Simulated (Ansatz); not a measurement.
in.yaml

```yaml
crystal:
  periodic: [false, false, false]
  atoms:
    - {symbol: Si, position_ang: [0.000000, 0.000000, 0.000000]}
    - {symbol: Ge, position_ang: [0.000000, 0.000000, 2.463500]}
basis:
  gaussian: {orbitals: aug-cc-pVDZ}
total_charge: -1
magnetization: {spin_polarized: false, initial_magnetization: 1}
correlation: {active_space: {window: {electrons: 3, orbitals: 3}, places: [1, 2]}}
```

```sh
$ ansatz run in.yaml --threads 1 --pin off --events-out ev --progress --plain --max-ram 2393MiB
```

**Question.** One thing in this input was set wrong on purpose, beside settings that are merely unusual. What is the gravest fault, and what does the program do?

**Answer.** Two definitions of the active space. How the run ends: refused.
```
Error: invalid value for `correlation.active_space`: name one of window, places and ras
```
